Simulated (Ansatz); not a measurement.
This geometry of BH3P2 (6 atoms, charge 0, multiplicity 1) is a first-order saddle point.

All numbers below come from RKS PBE-D4/def2-SVP in Ansatz 0.2.0.

```xyz
6
Properties=species:S:1:pos:R:3
B -0.813 -0.426 -0.273
P 0.411 1.012 -0.386
P -0.094 -0.666 1.372
H -1.469 -1.095 -1.027
H 1.476 0.385 -1.163
H 0.530 0.727 1.431
```

Task: Which two structures does it join? (They come from a converged band through this point; their orientation in space is the band's.)

Result: Bonds broken: P3–H6. Bonds formed: P2–H6.

Initial state:

```xyz
6
Properties=species:S:1:pos:R:3
B -0.641 -0.352 -0.351
P 0.698 0.968 -0.627
P 0.450 -0.395 1.203
H -1.614 -0.853 -0.858
H 1.559 0.019 -1.292
H -0.410 0.549 1.879
```

Final state:

```xyz
6
Properties=species:S:1:pos:R:3
B -0.842 -0.792 -0.257
P 0.469 0.530 0.072
P 0.343 -1.438 0.944
H -1.831 -0.925 -0.931
H 1.573 0.871 -0.771
H 0.329 1.689 0.897
```

Task: How far does it lie above each of them?

Result: 53.4 kJ/mol above the first and 70.2 kJ/mol above the second. This is the barrier of this one path; another mechanism may lie lower. The orbitals stay closed-shell, which can raise the energy where a bond breaks towards radicals; this wasn't checked here.

Time of the run: 110 s on 1 thread of Arm Neoverse V2 (shared host), peak memory 0.11 GiB.
